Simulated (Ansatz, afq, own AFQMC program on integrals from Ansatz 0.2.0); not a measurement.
## Where AFQMC and coupled cluster stand for ZnCH$_{4}$, singlet

```xyz
6

C    -0.1626   -0.4112   -0.5617
Zn    0.3066    0.6956    0.9676
H     0.6335   -1.1373   -0.7961
H    -1.0862   -0.9848   -0.3777
H    -0.3288    0.1966   -1.4666
H     0.6794    1.5771    2.1883
```

Connectivity, by distances: CH3–ZnH.

Basis def2-TZVP. Noble-gas cores (and the filled d shells of Ga–Kr and In–Xe) are frozen. Integrals, coupled cluster, full CI and functionals: Ansatz 0.2.0; the random walks run on the same integrals in our own AFQMC program. The CISD trial takes its coefficients from CCSD amplitudes. Released means that phaseless walkers are propagated on without the constraint, phases kept. Uncertainties: one standard error, sampling alone. The metal's outer-core s and p shells are frozen, which shifts wave-function levels against functionals.

Determinant: RHF, the one that the program's search chose, which needn't be the lowest solution. The geometry is a PBE0/def2-SVP stationary point of this or a neighbouring charge and spin state.

No full CI on the walks' own integrals is used here. The released AFQMC energy serves as the reference, which it does only where one determinant dominates, the energy is flat over the last release times and near the phaseless one (40 meV or 2 meV an electron, half that with transition metals). On small molecules, where full CI could be run and the noise was under 10 meV, such values lay within 10 meV of it in 19 cases of 20, a flattering rate, since the rule was set on those same cases; what remains of the bias isn't in the error bar.

Cautions: no relativity below Rb; outer-core shells of the metal frozen; the released value is read at 1.50 1/Eh with a noise of 13 meV, more than in the cases checked (meV from the phaseless value at times in 1/Eh: -1 ± 6 at 0.24, -13 ± 8 at 0.51, 5 ± 8 at 0.99, -17 ± 13 at 1.50); released reference can be 30 meV off for metals.

```
T1 diagnostic                               : 0.0146
weight of the determinant in the CISD state : 0.861
size of the correlated space                : 20 electrons in 93 orbitals
```

Reference: AFQMC with the constraint released, correlation energy -16.666 ± 0.013 eV.

| level | E − E(reference) (kJ/mol) | share of correlation (%) |
| --- | --- | --- |
| HF | 1608.0 ± 1.3 | 0.00 |
| MP2 | 1.9 ± 1.3 | 99.88 |
| CCSD | 46.0 ± 1.3 | 97.14 |
| CCSD(T) | 2.3 ± 1.3 | 99.86 |
| ph-AFQMC/CISD | 1.6 ± 1.5 | 99.90 |

Released energies are given only where the last usable release times agree within the noise; a slower fall can still hide under it.
